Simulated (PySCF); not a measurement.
**Basis-set dependence of population analyses: `F[C@H]1CC1(F)F`**

C₃H₃F₃.
Z-matrix (Å and degrees, PBE0-D3(BJ)/def2-SVP geometry), rows numbered from 1:
```
F 
C   1  1.3472
C   2  1.5191  1  117.72
C   2  1.4810  1  118.22  3    68.06
F   4  1.3313  2  119.00  3   109.63
F   4  1.3363  2  119.01  3  -109.79
H   2  1.0956  1  113.68  3  -145.75
H   3  1.0928  2  118.57  4   108.91
H   3  1.0935  2  115.34  4  -105.92
```

PBE0 throughout (PySCF), one geometry, spherical d and f functions. Isolated species at its PBE0-D3(BJ)/def2-SVP geometry, gas phase. The first 7 of 9 kinds of atom are listed.

Mulliken charges (e):

| basis | functions | F1 | C2 | C3 | C4 | F5 | F6 | H7 |
| --- | --- | --- | --- | --- | --- | --- | --- | --- |
| STO-3G | 33 | -0.090 | -0.005 | -0.216 | +0.199 | -0.091 | -0.095 | +0.093 |
| 6-31G | 60 | -0.303 | +0.110 | -0.424 | +0.527 | -0.279 | -0.288 | +0.204 |
| pcSseg-0 | 60 | -0.344 | +0.085 | -0.525 | +0.566 | -0.320 | -0.327 | +0.279 |
| 6-31G* | 90 | -0.310 | +0.124 | -0.511 | +0.658 | -0.294 | -0.302 | +0.190 |
| cc-pVDZ | 99 | -0.194 | +0.139 | -0.109 | +0.292 | -0.165 | -0.175 | +0.049 |
| def2-SVP | 99 | -0.222 | +0.123 | -0.164 | +0.374 | -0.186 | -0.195 | +0.072 |
| aug-cc-pVDZ | 165 | -0.517 | +0.938 | +0.437 | +1.307 | -0.527 | -0.519 | -0.378 |
| 6-311+G(2d,p) | 180 | -0.277 | +0.173 | -0.169 | +0.479 | -0.322 | -0.319 | +0.138 |
| def2-TZVP | 204 | -0.191 | +0.035 | -0.286 | +0.375 | -0.169 | -0.177 | +0.119 |
| cc-pVTZ | 222 | -0.186 | +0.085 | -0.276 | +0.376 | -0.163 | -0.172 | +0.093 |
| IGLO-III | 240 | -0.261 | +0.152 | -0.266 | +0.529 | -0.247 | -0.263 | +0.097 |

IAO charges (e):

| basis | functions | F1 | C2 | C3 | C4 | F5 | F6 | H7 |
| --- | --- | --- | --- | --- | --- | --- | --- | --- |
| STO-3G | 33 | -0.113 | -0.024 | -0.336 | +0.273 | -0.117 | -0.120 | +0.134 |
| 6-31G | 60 | -0.266 | +0.096 | -0.356 | +0.496 | -0.251 | -0.262 | +0.170 |
| pcSseg-0 | 60 | -0.255 | +0.087 | -0.366 | +0.489 | -0.243 | -0.254 | +0.169 |
| 6-31G* | 90 | -0.278 | +0.124 | -0.358 | +0.549 | -0.266 | -0.275 | +0.154 |
| cc-pVDZ | 99 | -0.279 | +0.121 | -0.361 | +0.548 | -0.265 | -0.274 | +0.156 |
| def2-SVP | 99 | -0.281 | +0.126 | -0.351 | +0.548 | -0.266 | -0.276 | +0.153 |
| aug-cc-pVDZ | 165 | -0.291 | +0.125 | -0.362 | +0.555 | -0.273 | -0.284 | +0.164 |
| 6-311+G(2d,p) | 180 | -0.292 | +0.124 | -0.362 | +0.555 | -0.274 | -0.284 | +0.165 |
| def2-TZVP | 204 | -0.291 | +0.127 | -0.365 | +0.562 | -0.275 | -0.285 | +0.163 |
| cc-pVTZ | 222 | -0.289 | +0.125 | -0.367 | +0.561 | -0.273 | -0.283 | +0.162 |
| IGLO-III | 240 | -0.292 | +0.125 | -0.364 | +0.558 | -0.275 | -0.285 | +0.165 |

**Question.** Which scheme is steadiest as the basis changes?

**Answer.** Largest range over the bases for any column: IAO 0.29 e, Mulliken 1.11 e. IAO charges move least and Mulliken charges most, counted in e. Without the minimal STO-3G basis the ranges are IAO 0.07, Mulliken 1.02 e.

**Question.** How much do the charges still move between the two largest bases, cc-pVTZ and IGLO-III?

**Answer.** At most, over all atoms: Mulliken 0.153 e, IAO 0.003 e.

**Question.** What do the same runs give for the total energy, the frontier levels and the dipole moment?

**Answer.** 
| basis | energy (Eh) | HOMO (eV) | LUMO (eV) | μ (D) |
| --- | --- | --- | --- | --- |
| STO-3G | -409.4649 | -4.37 | 6.92 | 0.97 |
| 6-31G | -415.0653 | -8.39 | 1.53 | 2.45 |
| pcSseg-0 | -414.1975 | -8.57 | 1.21 | 2.43 |
| 6-31G* | -415.1666 | -7.96 | 1.75 | 1.93 |
| cc-pVDZ | -415.1984 | -8.10 | 1.39 | 1.96 |
| def2-SVP | -414.8652 | -8.27 | 1.32 | 2.05 |
| aug-cc-pVDZ | -415.2344 | -8.43 | -0.06 | 2.25 |
| 6-311+G(2d,p) | -415.3123 | -8.48 | 0.28 | 2.30 |
| def2-TZVP | -415.3554 | -8.38 | 0.96 | 2.17 |
| cc-pVTZ | -415.3336 | -8.31 | 1.02 | 2.09 |
| IGLO-III | -415.3613 | -8.44 | 0.66 | 2.23 |

The dipole is fixed by the density alone, so its range of 1.48 D shows that the density itself changes with the basis, not only its division among atoms.
